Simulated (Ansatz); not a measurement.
**Two structures, one formula**

Two relaxed structures of NaSiH3S, singlet (PBE0-D4/def2-TZVP; forces vanish, vibrations not checked).

A:

```xyz
6
angstrom
Na 1.1562 -0.6723 -1.3620
Si -1.1197 0.4261 -0.0703
S 0.5527 -0.5725 1.2126
H -1.1516 -0.8779 -0.9265
H -0.1174 1.0729 -1.1019
H 1.0192 0.5522 1.7754
```

B:

```xyz
6
angstrom
Na -2.4102 0.7336 1.9637
Si -0.7245 0.2975 -0.4443
S -0.0693 -0.0553 1.4852
H -0.7962 -0.8908 -1.3446
H -0.0068 1.3658 -1.2001
H -2.1721 0.8028 -0.4266
```

Computed with Ansatz 0.2.0 (basis: def2-TZVPP); correlated methods freeze the cores. The outer core shell of Li, Na, Mg and K is correlated. The def2 sets are not built for correlating such inner shells, so the correlated values are less sure here. B3LYP uses VWN-RPA correlation.

Q: Which structure is lower at CCSD(T), and by how much? (An estimate is asked for; the value comes from the calculation.)

A: By the calculation: B, by 120.1 kJ/mol (electronic energy, against the other). By their contacts, A is NaSiH₃S ([H]1[Na]23[H][Si]12[SH]3) and B is NaSiH₃S ([H]1[Na]2[S][SiH2]12).

All methods give the same order:

| method | E(B) − E(A) (kJ/mol) |
| --- | --- |
| PBE-D4 | -104.9 |
| r2SCAN-D4 | -124.9 |
| PBE0-D4 | -116.8 |
| B3LYP-D4 | -116.5 |
| wB97M-V | -115.7 |
| HF | -147.2 |
| MP2 | -134.7 |
| CCSD | -122.5 |
| CCSD(T) | -120.1 |

The T1 diagnostic stays at or below 0.012.

Labels in which every atom is bracketed show which atoms are joined, not bond orders.

For scale, one of the runs: CCSD(T)/def2-TZVPP, 158 basis functions, launched by `ansatz run in.yaml --threads 2 --pin off --events-out ev --progress --plain --max-ram 4352MiB`. The run took 20 s on 2 CPU threads of an Arm Neoverse V2 (shared host), with 1.1 GiB of host memory at its peak.
